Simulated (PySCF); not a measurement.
## Name the molecule from its bond curve

A diatomic of charge +1 contains Mg. Its doublet curve at PBE0 in a double-zeta basis (no relativity, PySCF), in eV from the separated fragments:

(R (Å), E (eV)): (2.336, -1.392), (2.444, -1.619), (2.553, -1.743), (2.635, -1.786), (2.716, -1.797), (2.797, -1.784), (2.906, -1.740), (3.042, -1.657), (3.205, -1.535), (3.422, -1.365)

The fit gives ωe = 279 cm⁻¹ and the rotational constant Bₑ = 0.1779 cm⁻¹.

**Question.** Which atom is the partner?

**Answer.** The minimum lies at 2.709 Å, so the reduced mass is 16.8576 u Å² cm⁻¹/(Bₑ·Re²) = 12.91 u. With Mg at 23.99 u the partner weighs about 28.0 u: Si. The molecule is MgSi⁺.

The state is the lowest determinant that a PBE0 search found; another state may lie lower at other levels.
